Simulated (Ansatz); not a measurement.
Basis-set extrapolation for C$_{3}$H$_{6}$O$_{2}$, SMILES `CCOC=O` (PBE0-D4/def2-TZVP geometry, frozen core, Ansatz). Multiplicity 1, RHF reference.

```csv
,def2-TZVPP,def2-QZVPP
HF,-266.939918,-266.952272
MP2 correlation,-0.969640,-1.039387
CCSD(T) correlation,-1.037922,not run
```

Energies in hartree. Use E(X) = E(∞) + A·exp(−7.88·√X) for Hartree–Fock and E(X) = E(∞) + B·X^(−2.97) for correlation, with X = 3 and 4, and add CCSD(T) minus MP2 of the smaller set to the MP2 limit.

Task: What is the CCSD(T) energy at the basis-set limit?

Result: HF limit: -266.952272 + (-0.012354) × 0.13774 = -266.95397. MP2 limit: -1.039387 + (-0.069747) × 0.74074 = -1.09105. Higher-order term: -1.037922 − (-0.969640) = -0.06828. Total: -268.11330 hartree, 3.69 eV below CCSD(T)/def2-TZVPP.
